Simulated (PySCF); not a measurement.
**H3O3P: core ionisation energies**

Phosphorous acid, H₃O₃P.
Bonds: O1–P2, P2–O3, P2–O4. Hydrogens: H5 on O1; H6 on O3; H7 on O4.

Computed, not measured: delta-SCF UKS SCAN, pcX-2 on the ionised atom, pcseg-1 elsewhere, spin-free X2C (PySCF 2.14.0). These are vertical core ionisation energies against the vacuum level, from separate self-consistent calculations with and without the core hole.

**Question.** Give the core binding energies atom by atom.

**Answer.** 
| atom(s) | environment | level | binding energy (eV) | count |
| --- | --- | --- | --- | --- |
| O1/O3/O4 | hydroxyl oxygen | O 1s | 538.96 | 3 |
| P2 | three-coordinate phosphorus | P 1s | 2153.00 | 1 |

**Question.** What is the longest wavelength that can ionise P 1s of P2 vertically?

**Answer.** λ = hc/E = 12398.42 eV Å / 2153.00 eV = 5.759 Å.

One atom of each set of topologically equivalent atoms was ionised and stands for the set; in this conformer not all members are related by symmetry, and their own values weren't computed. Not every level is listed. The structure is a single PBE0-D3(BJ)/def2-SVP conformer in the gas phase; no vibrational or solvent corrections.

Conformer computed: `[OH:1][P:2]([OH:3])[OH:4]`: H–O1–P2–O3 92°, H–O3–P2–O1 -163°, H–O4–P2–O1 103°.
